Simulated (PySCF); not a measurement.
Structure problem from calculated spectra and properties.

Formula: C4H2F2.

| Item | Value |
| --- | --- |
| Rotational structure | rotational constants A, B, C: 4.540, 3.347, 1.926 GHz [PBE0-D3(BJ)/def2-SVP] |
| Polarisability | 50.9 au [wB97X-D/def2-SVPD] |
| UV, first state | lowest singlet excitation: 5.44 eV (228 nm, f = 0.000) [TDDFT wB97X-D/def2-SVPD] |
| Couplings | largest of the computed one-bond spin–spin couplings (means over like bonds): 19F–13C -347.2, 19F–13C -303.3, 13C–1H +281.1, 13C–13C +222.1, 13C–1H +211.9, 13C–13C +126.7, 13C–13C +125.6 Hz [B3LYP/pcJ-1] |
| Valence photoelectron | vertical ionisation energy: 9.51 eV [ΔSCF wB97X-D/def2-SVPD] |
| 13C NMR | chemical shifts (computed TMS as zero) by class: 166.3 (1 C), 153.3 (1 C), 104.3 (1 C), 73.9 (1 C) ppm [GIAO CAM-B3LYP/pcSseg-2] |

Electronic properties: PySCF, gas phase, density fitting. Levels stand in brackets. Isolated species at its PBE0-D3(BJ)/def2-SVP geometry, gas phase. NMR classes are plain means over equivalent atoms (diastereotopic ones count apart unless rotation or inversion swaps them), as if these changed places fast.

Q: What is the compound? Reason from the data.

A: Numbering: `[CH:1]#[C:2]/[C:3]([F:4])=[CH:5]\[F:6]`. Its formula, C4H2F2, gives 3 degrees of unsaturation: 0 rings and 3 π bonds in the structure found. 4 carbons fall into 4 classes; from least to most shielded: vinylic C–F carbon [C5] (166.3 ppm), vinylic C–F carbon [C3] (153.3 ppm), terminal alkyne carbon [C1] (104.3 ppm), alkyne carbon [C2] (73.9 ppm). The couplings run between: -347.2 Hz, vinyl fluorine [F6] and vinylic C–F carbon [C5]; -303.3 Hz, vinyl fluorine [F4] and vinylic C–F carbon [C3]; +281.1 Hz, terminal alkyne carbon [C1] and its hydrogen; +222.1 Hz, terminal alkyne carbon [C1] and alkyne carbon [C2]; +211.9 Hz, vinylic C–F carbon [C5] and its hydrogen; +126.7 Hz, vinylic C–F carbon [C3] and vinylic C–F carbon [C5]; +125.6 Hz, alkyne carbon [C2] and vinylic C–F carbon [C3]. The first electron is taken from the HOMO, whose largest Löwdin shares are 0.24 on a vinylic C–F carbon, 0.20 on a vinylic C–F carbon, 0.19 on the terminal alkyne carbon and 0.14 on the alkyne carbon. The optimised geometry has point group Cs and is an asymmetric top. Structure: `C#C/C(F)=C\F`. The assignments are read from this structure; whether some other isomer fits the data as well wasn't checked.
